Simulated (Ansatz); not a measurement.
# AlO₂ (quartet): from Hartree-Fock to the top rungs, cc-pVTZ

Aim: climb from Hartree-Fock through coupled cluster for AlO₂ (quartet) at one geometry and basis, and see what each rung misses.

Program: Ansatz 0.2.0, Gaussian basis. Level of theory: cc-pVTZ, core rule «outside noble gas», up to 7 orbitals frozen. These are calculated values, not measurements.

The runs, in order: UHF; CCSD(T) on ROHF; CCSD(T) on UHF; BCCD(T) on ROHF; CCSDT(Q) on ROHF; CCSDT(Q) on UHF.

9 further runs of the same task are left out: 4 for a known fault of the program, 5 set aside as unsound or not needed.

## (1) What is computed

The geometry is a PBE0/def2-TZVP stationary point (not a proven minimum) of the parent state, kept for this charge and spin.

3 atoms, charge 0, spin multiplicity 4.

Atoms are counted from 1 here; the program's logs count them from 0.

Bond lengths: Al1–O2 1.646 Å, Al1–O3 1.646 Å. Angles: O2–Al1–O3 180.0°.

Geometry (Å):

| atom | x (Å) | y (Å) | z (Å) |
| --- | --- | --- | --- |
| Al1 | 0.00000 | 0.00000 | 0.00000 |
| O2 | 0.00000 | 0.00000 | -1.64590 |
| O3 | 0.00000 | 0.00000 | 1.64590 |

## (2) UHF

Input file in.yaml:

```yaml
crystal:
  periodic: [false, false, false]
  atoms:
    - {symbol: Al, position_ang: [0.000000, 0.000000, 0.000000]}
    - {symbol: O, position_ang: [0.000000, 0.000000, -1.645900]}
    - {symbol: O, position_ang: [0.000000, 0.000000, 1.645900]}
basis:
  gaussian: {orbitals: cc-pVTZ}
magnetization: {spin_polarized: true, initial_magnetization: 3}
hamiltonian: {xc: hf}
output: {orbitals: {seedname: orbitals}}
```

Launch:

```console
$ ansatz run in.yaml --threads 1 --pin off --events-out ev --progress --plain --max-ram 2560MiB --backend cpu
```

The runs that follow: CCSD(T) on ROHF; CCSD(T) on UHF; BCCD(T) on ROHF; CCSDT(Q) on ROHF; CCSDT(Q) on UHF.

Q: Predict the results of all the runs planned. Wanted: UCCSDT(Q) below the RHF energy; RMP2 from UCCSDT(Q); UMP2 from UCCSDT(Q); RCCSD from UCCSDT(Q); RCCSD(T) from UCCSDT(Q); UCCSD(T) from UCCSDT(Q); RCCSDT(Q) from UCCSDT(Q); T1 diagnostic.

As calculated:

| quantity | value |
| --- | --- |
| UCCSDT(Q) below the RHF energy | -13.0002 eV |
| RMP2 from UCCSDT(Q) | +25.69 kcal/mol |
| UMP2 from UCCSDT(Q) | +26.54 kcal/mol |
| RCCSD from UCCSDT(Q) | +11.07 kcal/mol |
| RCCSD(T) from UCCSDT(Q) | +1.29 kcal/mol |
| UCCSD(T) from UCCSDT(Q) | +1.26 kcal/mol |
| RCCSDT(Q) from UCCSDT(Q) | +0.15 kcal/mol |
| levels within 1 kcal/mol (43 meV) | RCCSDT, UCCSDT, RCCSDT(Q) |
| T1 diagnostic | 0.021 |

**Reading.** RCCSD(T) misses by +1.29 kcal/mol, 0.4 % of the correlation energy. These misses are within one basis, not against nature; the frozen cores of restricted and unrestricted runs differ, which can shift their rows.
